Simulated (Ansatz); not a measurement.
A structure relaxed at PBE-D4/def2-SVP in Ansatz, charge 0, singlet:

```xyz
11

C    -0.187    0.554    0.520
Si   -1.334    0.055   -0.901
Si    1.450   -0.396    0.581
H    -2.622    0.834   -0.861
H    -1.662   -1.412   -0.814
H    -0.662    0.313   -2.223
H     1.188   -1.866    0.769
H     2.206   -0.209   -0.707
H     2.316    0.084    1.716
H    -0.723    0.403    1.483
H     0.031    1.640    0.437
```

(1) Give its formula, name or SMILES and point group.

(2) Summarise the bond lengths by kind (pairs closer than 1.2 times the sum of covalent radii, bridged metal pairs left out).

Answers

(1) (H3Si)2CH2 (CH₈Si₂). Point group C2v (tolerance 0.1 Å).

(2) 2 × C–Si 1.89 Å; 6 × H–Si 1.51 Å; 2 × C–H 1.11 Å.

Another isomer (singlet) lies 0.07 eV lower at PBE0-D4/def2-TZVP; other spin states weren't run for this one.
